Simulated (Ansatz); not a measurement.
# C5H10O2: one species, many methods

Aim: compute C5H10O2 with functionals from several rungs and with coupled cluster, and see how far each lands from CCSD(T) at the basis-set limit for the atomisation energy.

Method: functionals in def2-TZVPP, the program's frozen cores in correlated methods; program: Ansatz 0.2.0, Gaussian basis.

Levels to be run: LDA (SPW92), PBE-D4, revPBE-D4, BLYP-D4, r2SCAN-D4, B97M-V, PBE0-D4, B3LYP-D4, r2SCANh-D4, r2SCAN0-D4, HSE06-D4, BHLYP-D4, CAM-B3LYP-D4, LC-ωPBE, ωB97X-V, ωB97M-V, B2PLYP, PBE-QIDH; CCSD(T)/def2-SVP; CCSD(T)/def2-TZVPP; MP2/def2-QZVPP; extrapolation to the limit; RPA on PBE.

## Step 1: The geometry

The geometry comes from an earlier relaxation with PBE0-D4 in a triple-zeta def2 set; it is a stationary point, not always the lowest conformer.

17 atoms, charge 0, spin multiplicity 1.

Atoms are counted from 1 here; the program's logs count them from 0.

Bond lengths: C1–C2 1.517 Å, C1–H8 1.091 Å, C1–H9 1.092 Å, C1–H10 1.092 Å, C2–C3 1.519 Å, C2–C4 1.519 Å, C2–O5 1.464 Å, C3–H11 1.088 Å, C3–H12 1.092 Å, C3–H13 1.092 Å, C4–H14 1.089 Å, C4–H15 1.092 Å, C4–H16 1.092 Å, O5–C6 1.325 Å, C6–O7 1.198 Å, C6–H17 1.102 Å. Angles: C2–C1–H8 109.9°, C2–C1–H9 110.6°, C2–C1–H10 110.6°, H8–C1–H9 108.6°, H8–C1–H10 108.6°, H9–C1–H10 108.5°, C1–C2–C3 110.7°, C1–C2–C4 110.7°, C1–C2–O5 102.9°, C3–C2–C4 112.2°, C3–C2–O5 109.9°, C4–C2–O5 109.9°, C2–C3–H11 111.5°, C2–C3–H12 109.2°, C2–C3–H13 110.4°, H11–C3–H12 108.7°, H11–C3–H13 109.1°, H12–C3–H13 108.1° and more.

## Step 2: LDA

This LDA is Slater exchange with PW92 correlation.

in.yaml reads:

```yaml
crystal:
  periodic: [false, false, false]
  atoms:
    - {symbol: C, position_ang: [0.532290, 0.276563, 1.643505]}
    - {symbol: C, position_ang: [0.068958, -0.020100, 0.229979]}
    - {symbol: C, position_ang: [1.105777, -0.844447, -0.513162]}
    - {symbol: C, position_ang: [-1.295496, -0.687090, 0.240840]}
    - {symbol: O, position_ang: [-0.031625, 1.311944, -0.368228]}
    - {symbol: C, position_ang: [-0.415503, 1.475239, -1.625824]}
    - {symbol: O, position_ang: [-0.719648, 0.630114, -2.418603]}
    - {symbol: H, position_ang: [0.645682, -0.655191, 2.200572]}
    - {symbol: H, position_ang: [1.493284, 0.794056, 1.632551]}
    - {symbol: H, position_ang: [-0.193758, 0.905344, 2.162093]}
    - {symbol: H, position_ang: [0.781210, -1.072657, -1.526764]}
    - {symbol: H, position_ang: [1.268201, -1.782816, 0.021732]}
    - {symbol: H, position_ang: [2.057293, -0.309875, -0.555370]}
    - {symbol: H, position_ang: [-1.635973, -0.913744, -0.767890]}
    - {symbol: H, position_ang: [-1.234369, -1.619090, 0.807116]}
    - {symbol: H, position_ang: [-2.029884, -0.042350, 0.728596]}
    - {symbol: H, position_ang: [-0.415437, 2.553801, -1.851040]}
basis:
  gaussian: {orbitals: def2-TZVPP}
hamiltonian: {xc: lda}
output: {orbitals: {seedname: orbitals}}
```

The run is started by

```
$ ansatz run in.yaml --threads 2 --pin off --events-out ev --progress --plain --max-ram 32768MiB --backend cuda --devices 0, --max-vram 18GiB
```

After this run come: PBE-D4 (GGA); revPBE-D4 (GGA); BLYP-D4 (GGA); r2SCAN-D4 (meta-GGA); B97M-V (meta-GGA); PBE0-D4 (hybrid); B3LYP-D4 (hybrid); r2SCANh-D4 (hybrid); r2SCAN0-D4 (hybrid); HSE06-D4 (hybrid); BHLYP-D4 (hybrid); CAM-B3LYP-D4 (range-separated); LC-ωPBE (range-separated); ωB97X-V (range-separated); ωB97M-V (range-separated); B2PLYP (double hybrid); PBE-QIDH (double hybrid); CCSD(T) in def2-SVP; CCSD(T) in def2-TZVPP; MP2 in def2-QZVPP; RPA on PBE orbitals.

**Question.** What will the summary of the whole plan be? Wanted: atomisation energy, CCSD(T)/CBS; farthest beyond LDA; mean size of error, GGA; mean size of error, meta-GGA; mean size of error, hybrid; mean size of error, range-separated; mean size of error, double hybrid; gap, smallest and largest; T1 diagnostic.

The runs gave:

```
                               quantity                                                                                             value
        atomisation energy, CCSD(T)/CBS                                                                                   1676.2 kcal/mol
functionals within 8.4 kcal/mol (0.5 %)  revPBE-D4, BLYP-D4, r2SCAN-D4, B97M-V, B3LYP-D4, r2SCANh-D4, LC-ωPBE, ωB97X-V, ωB97M-V, PBE-QIDH
                    farthest beyond LDA                                                                         BHLYP-D4 (-53.1 kcal/mol)
                mean size of error, GGA                                                                                     15.7 kcal/mol
           mean size of error, meta-GGA                                                                                      5.0 kcal/mol
             mean size of error, hybrid                                                                                     16.4 kcal/mol
    mean size of error, range-separated                                                                                      4.6 kcal/mol
      mean size of error, double hybrid                                                                                     10.3 kcal/mol
              gap, smallest and largest                                                         5.26 eV (LDA (SPW92)), 13.48 eV (LC-ωPBE)
                          T1 diagnostic                                                                                            0.0133
triples share of the correlation energy                                                                                             4.0 %
```

**Reading.** LDA overbinds by 256.7 kcal/mol (15 %). PBE-D4 is off by +44.2 kcal/mol. Double hybrids carry the basis error of their MP2 part in triple zeta, and no dispersion term here, so their miss is partly the set-up's. The rungs range-separated, meta-GGA miss on average by less than the doubt on the reference (8.4 kcal/mol), so they tie. The reference freezes the cores and leaves out relativity and excitations past (T), so misses under about 8.4 kcal/mol can't be ranked. Hartree-Fock recovers 73 % of the binding; the rest is correlation. CCSD(T) in def2-SVP is off by -65.0 kcal/mol, so the small basis spoils what the method gains. The gap grows from 5.3 to 13.5 eV across the functionals, mostly with the share of exact exchange.
